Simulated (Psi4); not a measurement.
Psi4 input (wB97X-D/6-31G*):

```
memory 1500 MB

molecule {
1 1
O     0.13599357    0.55950266   -0.34160035
O    -0.15958912   -0.65619836    0.39793467
H     1.05373037    0.81572862   -0.07966861
H    -0.34774107   -1.27257644   -0.34513535
H    -0.51722487    1.23041339   -0.02587059
symmetry c1
no_reorient
no_com
}

set {
  basis 6-31G*
  reference rks
  scf_type pk
  dft_radial_points 99
  dft_spherical_points 590
  e_convergence 1e-8
  d_convergence 1e-7
  maxiter 150
}

e = energy('wb97x-d')
print_out(f'\nFINAL {e:.10f} DIPOLE {variable("CURRENT DIPOLE")[0]:.6f} {variable("CURRENT DIPOLE")[1]:.6f} {variable("CURRENT DIPOLE")[2]:.6f}\n')
```

Question: Predict the final energy.

Answer: -151.75630 Eh.
